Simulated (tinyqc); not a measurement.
Inside a calculation. Method: Pariser-Parr-Pople SCF with singles CI, for the molecule C1=CC=C1 (SMILES; centres numbered as the heavy atoms are written). Computed by tinyqc, a small Python program that keeps every step. Settings: charge = 0, gamma = Ohno, start = huckel, damping = 0.5, iteration cap = 72, excitations kept = 4. Command: `OMP_NUM_THREADS=1 python tinyqc.py 29319 29320 out.jsonl` (the two numbers bound the seeds that draw the settings). One thread of a shared host (Intel(R) Xeon(R) Processor @ 2.60GHz), about 0.02 s of CPU time with the checks. Later iterations appear only in the table of the cycle.

## PPP integrals

Centres (angstrom, eV; a flat drawing with bonds scaled to 1.40 angstrom):

| centre | x | y | core charge z | W | gamma_rr |
|---|---|---|---|---|---|
| 1C | 0.9900 | 0.0000 | 1 | 11.3100 | 12.7000 |
| 2C | 0.0000 | 0.9900 | 1 | 11.3100 | 12.7000 |
| 3C | -0.9900 | 0.0000 | 1 | 11.3100 | 12.7000 |
| 4C | 0.0000 | -0.9900 | 1 | 11.3100 | 12.7000 |

Resonance integrals (eV):

| i | j | beta |
|---|---|---|
| 1 | 2 | -2.3900 |
| 2 | 3 | -2.3900 |
| 3 | 4 | -2.3900 |
| 4 | 1 | -2.3900 |

Ohno: gamma = 14.399645/sqrt(R^2 + a^2), a = 2 x 14.399645/(gamma_rr + gamma_ss); H_rr = -W_r - sum_(s != r) z_s gamma_rs; H_rs = beta for bonds.

repulsion gamma_rs (eV):
```
         1C       2C       3C       4C
1C  12.7000   7.9927   6.3110   7.9927
2C   7.9927  12.7000   7.9927   6.3110
3C   6.3110   7.9927  12.7000   7.9927
4C   7.9927   6.3110   7.9927  12.7000
```

core matrix H (eV):
```
          1C        2C        3C        4C
1C  -33.6064   -2.3900    0.0000   -2.3900
2C   -2.3900  -33.6064   -2.3900    0.0000
3C    0.0000   -2.3900  -33.6064   -2.3900
4C   -2.3900    0.0000   -2.3900  -33.6064
```

## Starting guess

pi electrons, sum of z_r less the charge = 4

Orbitals of the Hueckel matrix of the beta values.

P at the start:
```
        1C       2C      3C       4C
1C  0.5333   0.6794  0.4667   0.3206
2C  0.6794   1.4667  0.3206  -0.4667
3C  0.4667   0.3206  0.5333   0.6794
4C  0.3206  -0.4667  0.6794   1.4667
```

## Iteration 1: Fock matrix

F_rr = H_rr + P_rr gamma_rr / 2 + sum_(s != r) P_ss gamma_rs; F_rs = H_rs - P_rs gamma_rs / 2; E = tr P (H + F) / 2 + core repulsion sum_(r<s) z_r z_s gamma_rs.

F (eV):
```
         1C       2C       3C       4C
1C  -3.4085  -5.1051  -1.4727  -3.6712
2C  -5.1051  -6.5115  -3.6712   1.4727
3C  -1.4727  -3.6712  -3.4085  -5.1051
4C  -3.6712   1.4727  -5.1051  -6.5115
```

pi energy = -49.4336 eV

## Iteration 1: orbitals and new P

Diagonalise F (the basis is taken as orthonormal) and form P = 2 sum c c over the lowest orbitals; 0.5 of the old P is kept.

orbital energies (eV): -13.7367  -8.3069  -1.6131  3.8167

P after iteration 1:
```
        1C       2C      3C       4C
1C  0.5385   0.6968  0.4570   0.3032
2C  0.6968   1.4615  0.3032  -0.4570
3C  0.4570   0.3032  0.5385   0.6968
4C  0.3032  -0.4570  0.6968   1.4615
```

## Iteration 2: Fock matrix

As before.

F (eV):
```
         1C       2C       3C       4C
1C  -3.4258  -5.1746  -1.4421  -3.6016
2C  -5.1746  -6.4942  -3.6016   1.4421
3C  -1.4421  -3.6016  -3.4258  -5.1746
4C  -3.6016   1.4421  -5.1746  -6.4942
```

pi energy = -49.4492 eV

## Iteration 2: orbitals and new P

As before.

orbital energies (eV): -13.7367  -8.3264  -1.5936  3.8167

P after iteration 2:
```
        1C       2C      3C       4C
1C  0.5456   0.7152  0.4469   0.2848
2C  0.7152   1.4544  0.2848  -0.4469
3C  0.4469   0.2848  0.5456   0.7152
4C  0.2848  -0.4469  0.7152   1.4544
```

## Convergence

Stop when output and input P, before any damping, agree to 1e-7.

Course of the cycle:

| iteration | E (eV) | largest \|P(out) - P(in)\| |
|---|---|---|
| 1 | -49.433648 | 3.48e-02 |
| 2 | -49.449220 | 3.68e-02 |
| 3 | -49.469402 | 3.85e-02 |
| 4 | -49.493497 | 3.98e-02 |
| 5 | -49.521134 | 4.06e-02 |
| 6 | -49.552004 | 4.08e-02 |
| 7 | -49.585724 | 4.03e-02 |
| 8 | -49.621784 | 3.93e-02 |
| 9 | -49.659536 | 3.77e-02 |
| 10 | -49.698226 | 3.80e-02 |
| 11 | -49.737043 | 3.92e-02 |
| ... | ... | ... |
| 62 | -50.092661 | 5.33e-04 |
| 63 | -50.092666 | 4.82e-04 |
| 64 | -50.092670 | 4.37e-04 |
| 65 | -50.092673 | 3.96e-04 |
| 66 | -50.092676 | 3.58e-04 |
| 67 | -50.092678 | 3.24e-04 |
| 68 | -50.092679 | 2.94e-04 |
| 69 | -50.092681 | 2.66e-04 |
| 70 | -50.092682 | 2.41e-04 |
| 71 | -50.092683 | 2.18e-04 |
| 72 | -50.092684 | 1.98e-04 |

Not converged within 72 iterations: the residual falls steadily but slowly, by a factor of about 0.91 a step. Reruns (cap 100 unless said): damping 0: converged in 72 (E = -50.09269); the original settings with a cap of 400: converged in 149 (E = -50.09269).
